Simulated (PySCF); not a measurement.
Methylidyne cation CH+, CH (charge +1 and singlet state).
Structure used (PBE0-D3(BJ)/def2-SVP), in Å, numbered top down from 1:
```
atom  x, y, z in Å
C1     0.5823   -0.0280    0.0014
H2    -0.5648   -0.0008   -0.0135
```

The closed-shell ground state was solved at several levels (PySCF, density fitting, gas phase, non-relativistic).

```tsv
level	basis functions	total energy (Eh)	HOMO (eV)	LUMO (eV)	gap (eV)
HF/pcSseg-2	50	-37.9057	-23.74	-8.99	14.75
B3LYP/def2-SVPD	28	-38.0454	-19.62	-14.93	4.69
PBE0/pcSseg-1	22	-38.0169	-19.80	-14.43	5.37
```

**Question.** Estimate the row for B3LYP/pcJ-1, a basis of 37 functions; the other rows only guide the guess.

**Answer.** Total energy -38.0800 Eh, HOMO -19.63 eV, LUMO -14.83 eV, gap 4.80 eV.

**Question.** Over all these levels, which gives the widest orbital gap and which the narrowest?

**Answer.** HF/pcSseg-2 (Hartree–Fock, all exact exchange) has the widest, 14.75 eV, and B3LYP/def2-SVPD (global hybrid, 20 % exact exchange) the narrowest, 4.69 eV. Functional and basis both differ between the two, so the spread mixes both effects.
